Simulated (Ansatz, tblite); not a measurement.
**The cluster CdCl2: rung by rung**

The task here is to estimate one member of a computed series from the others.

Method: as each input shows; program: Ansatz 0.2.0, Gaussian basis.

Plan: GFN1-xTB, GFN2-xTB, PBE-D4/def2-TZVP, r2SCAN-D4/def2-TZVP, LC-ωPBE/def2-TZVP, B2PLYP/def2-TZVP, BLYP-D4/def2-TZVP, r2SCANh-D4/def2-TZVP, HSE06-D4/def2-TZVP, PBE-D4/def2-SVP, PBE0-D4/def2-SVP, PBE0-D4/def2-TZVPD, PBE-D4/def2-TZVPD, r2SCAN-D4/def2-TZVPD, CCSD(T)/def2-TZVPP, MP2/def2-TZVP, RPA/def2-TZVP, CCSD(T)/def2-TZVPD.

4 further runs of the same task are left out: 4 set aside as unsound or not needed.

## The structure

The geometry is that of the singlet, from an earlier relaxation (r2SCAN-D4/def2-TZVP). At that level it is the lowest of the isomers that a small search found.

3 atoms, charge 0, spin multiplicity 1.

Bond lengths: Cd1–Cl2 2.263 Å, Cd1–Cl3 2.263 Å. Angles: Cl2–Cd1–Cl3 179.6°.

Cd takes a core potential in the def2 sets. No spin-orbit coupling is included.

PBE0-D4/def2-TZVP was run before; its log isn't repeated, and its numbers join the tables.

Set-up of the first run:

Tight binding, by tblite at 300 K electronic temperature and without a spin-polarisation term:

```python
tblite.interface.Calculator('GFN1-xTB', numbers, positions, charge=0, uhf=0).singlepoint()
```

Tight binding, by tblite at 300 K electronic temperature and without a spin-polarisation term:

```python
tblite.interface.Calculator('GFN2-xTB', numbers, positions, charge=0, uhf=0).singlepoint()
```

start.molden holds the orbitals of an earlier run on this state, given as this run's starting guess.

The input, in.yaml:

```yaml
crystal:
  periodic: [false, false, false]
  atoms:
    - {symbol: Cd, position_ang: [0.002088, 0.002543, 0.004259]}
    - {symbol: Cl, position_ang: [2.081889, -0.346572, -0.816010]}
    - {symbol: Cl, position_ang: [-2.083966, 0.344030, 0.811761]}
basis:
  gaussian: {orbitals: def2-TZVP, initial_orbitals: start.molden}
hamiltonian: {xc: pbe, dispersion: d4}
scf: {omitted_lower_state_checks: [starts]}
output: {orbitals: {seedname: orbitals}}
```

Started as:

```bash
ansatz run in.yaml --threads 4 --pin off --events-out ev --progress --plain --max-ram 3916MiB
```

Steps of the session up to this table: PBE-D4/def2-TZVP; r2SCAN-D4/def2-TZVP; LC-ωPBE/def2-TZVP; B2PLYP/def2-TZVP; BLYP-D4/def2-TZVP; r2SCANh-D4/def2-TZVP; HSE06-D4/def2-TZVP; PBE-D4/def2-SVP; PBE0-D4/def2-SVP; PBE0-D4/def2-TZVPD; PBE-D4/def2-TZVPD; r2SCAN-D4/def2-TZVPD; CCSD(T)/def2-TZVPP; MP2/def2-TZVP; RPA/def2-TZVP; CCSD(T)/def2-TZVPD.

One of the session's tables, all rows but one given; the rest of the session is left out.

It belongs to the step «Levels side by side». 

| level | HOMO (eV) | LUMO (eV) | gap (eV) |
| --- | --- | --- | --- |
| PBE-D4/def2-SVP | -7.25 | -2.88 | 4.37 |
| PBE-D4/def2-TZVP | -7.53 | -3.07 | 4.46 |
| PBE-D4/def2-TZVPD | -7.60 | -3.15 | 4.46 |
| BLYP-D4/def2-TZVP | -7.36 | -3.04 | 4.33 |
| r2SCAN-D4/def2-TZVP | -7.86 | -2.85 | 5.02 |
| r2SCAN-D4/def2-TZVPD | -7.91 | -2.90 | 5.01 |
| r2SCANh-D4/def2-TZVP | -8.37 | -2.52 | 5.84 |
| PBE0-D4/def2-SVP | ? | ? | ? |
| PBE0-D4/def2-TZVP | -8.90 | -2.18 | 6.72 |
| PBE0-D4/def2-TZVPD | -8.95 | -2.25 | 6.70 |
| HSE06-D4/def2-TZVP | -8.50 | -2.55 | 5.95 |
| LC-ωPBE/def2-TZVP | -11.69 | 0.05 | 11.74 |

**Question.** Estimate the row for PBE0-D4/def2-SVP.

The run gave: HOMO (eV): -8.66; LUMO (eV): -2.02; gap (eV): 6.64. In the column «HOMO (eV)» it lies between PBE0-D4/def2-TZVP (-8.90) and HSE06-D4/def2-TZVP (-8.50).
